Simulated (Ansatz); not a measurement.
## Ansatz (development build ahead of 0.2.0) run

```yaml
crystal:
  periodic: [false, false, false]
  atoms:
    - { symbol: O, position_ang: [-0.03764, 0.00399, -0.45304] }
    - { symbol: O, position_ang: [-0.0167, 1.07073, 0.16413] }
    - { symbol: O, position_ang: [0.00365, -1.1105, 0.20704] }
basis:
  gaussian: { orbitals: "6-31G" }
hamiltonian:
  xc: hf
correlation:
  method: mp2
  frozen_orbitals: { O: 1 }
```

The input is written out in the form of the current development build from the run's settings.

The run gave:

```json
{"Converged": "yes", "Reference energy": "-224.13783 hartree", "Correlation energy": "-0.45868 hartree", "Total energy": "-224.59652 hartree", "Spin squared of the determinant": "0.000"}
```

Caution: in another basis set an unrestricted determinant lies well below.
